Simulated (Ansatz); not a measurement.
# CHP+ (doublet): wave-function methods side by side, def2-QZVPP

The task here is to estimate one member of a computed series from the others.

The runs use Ansatz 0.2.0, Gaussian basis; def2-QZVPP, core rule «outside noble gas», up to 6 orbitals frozen.

To be run: UHF; ROHF; CCSD(T) on UHF.

2 further runs of the same task are left out: 2 set aside as unsound or not needed.

## What is computed

The geometry is a PBE0/def2-TZVP stationary point (not a proven minimum) of the parent state, kept for this charge and spin.

3 atoms, charge 1, spin multiplicity 2.

Atoms are counted from 1 here; the program's logs count them from 0.

Bond lengths: C1–P2 1.531 Å, C1–H3 1.073 Å. Angles: P2–C1–H3 180.0°.

The first run:

in.yaml

```yaml
crystal:
  periodic: [false, false, false]
  atoms:
    - {symbol: C, position_ang: [0.000000, 0.000000, 0.152400]}
    - {symbol: P, position_ang: [0.000000, 0.000000, -1.378200]}
    - {symbol: H, position_ang: [0.000000, 0.000000, 1.225800]}
basis:
  gaussian: {orbitals: "def2-QZVPP.json"}
total_charge: 1
magnetization: {spin_polarized: true, initial_magnetization: 1}
hamiltonian: {xc: hf}
output: {orbitals: {seedname: orbitals}}
```

Run with:

```
$ ansatz run in.yaml --threads 1 --pin off --events-out ev --progress --plain --max-ram 2393MiB
```

Steps of the session up to this table: UHF; ROHF; CCSD(T) on UHF.

One table of the session follows, with a row left open; its other results are not shown here.

It belongs to the step «Misses and costs». 

```
  method  from UCCSD(T) (kJ/mol)
    ROHF                  +770.7
     UHF                  +759.1
    UMP2                  +121.6
   UCCSD                       ?
UCCSD(T)                       0
```

Q: Estimate the row for UCCSD from the others.

As computed: from UCCSD(T) (kJ/mol): +38.4. In the column «from UCCSD(T) (kJ/mol)» it lies between UCCSD(T) (0) and UMP2 (+121.6).
